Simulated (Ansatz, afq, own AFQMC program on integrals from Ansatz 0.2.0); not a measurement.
## NH$_{3}$O, singlet: AFQMC among the cluster methods

```xyz
5

N    -0.1540    0.0000    0.7068
O     0.1385    0.0000   -0.6853
H     0.3377   -0.8114    1.0705
H     0.3377    0.8114    1.0705
H    -0.7342    0.0000   -1.0862
```

Connectivity, by distances: NH2–OH.

Basis cc-pVDZ. Noble-gas cores (and the filled d shells of Ga–Kr and In–Xe) are frozen. Integrals, coupled cluster, full CI and functionals: Ansatz 0.2.0; the random walks run on the same integrals in our own AFQMC program. ph-AFQMC/CISD is guided by a CISD state made of CCSD amplitudes; releasing the constraint for a short imaginary time cuts its bias at the price of noise, slowly where states lie close. Free AFQMC starts from the CCSD state and is never constrained. Its projection time is finite, and what remains of the start isn't in its error. ± is one standard error of the sampling.

Determinant: RHF, the one that the program's search chose, which needn't be the lowest solution. The geometry is a PBE0/def2-TZVP stationary point of this or a neighbouring charge and spin state.

No full CI on the walks' own integrals is used here; CCSDT(Q) serves as the reference and is uncertain by about the last step of the cluster series.

Cautions: the released energies move by 1.5 errors or more from one time to the next, so no released level is given (meV from the phaseless value at times in 1/Eh: -20 ± 15 at 0.24, -26 ± 14 at 0.50, -5 ± 12 at 1.00, -43 ± 18 at 1.50), though the last usable value meets CCSDT(Q) within the noise.

* T1 diagnostic: 0.0079
* weight of the determinant in the CISD state: 0.894
* size of the correlated space: 14 electrons in 41 orbitals

Reference: CCSDT(Q), correlation energy -10.751 eV.

```json
{"level": "HF", "E − E(reference) (kJ/mol)": "1037.3", "share of correlation (%)": "0.00"}
{"level": "MP2", "E − E(reference) (kJ/mol)": "77.6", "share of correlation (%)": "92.52"}
{"level": "CCSD", "E − E(reference) (kJ/mol)": "25.9", "share of correlation (%)": "97.50"}
{"level": "CCSD(T)", "E − E(reference) (kJ/mol)": "3.6", "share of correlation (%)": "99.66"}
{"level": "CCSDT", "E − E(reference) (kJ/mol)": "2.7", "share of correlation (%)": "99.74"}
{"level": "ph-AFQMC/HF", "E − E(reference) (kJ/mol)": "-25.7 ± 10.6", "share of correlation (%)": "102.48"}
{"level": "ph-AFQMC/CISD", "E − E(reference) (kJ/mol)": "3.3 ± 1.4", "share of correlation (%)": "99.68"}
{"level": "free AFQMC", "E − E(reference) (kJ/mol)": "-2.0 ± 2.8", "share of correlation (%)": "100.20"}
```

Free projections are given only where their last times agree within the noise and don't stop above the reference; a slow remainder of the start can still hide under it. A walk keeps the symmetry of its determinant, which the program's search chose and which needn't be the lowest solution, so a lower state of the same spin and another symmetry isn't excluded.
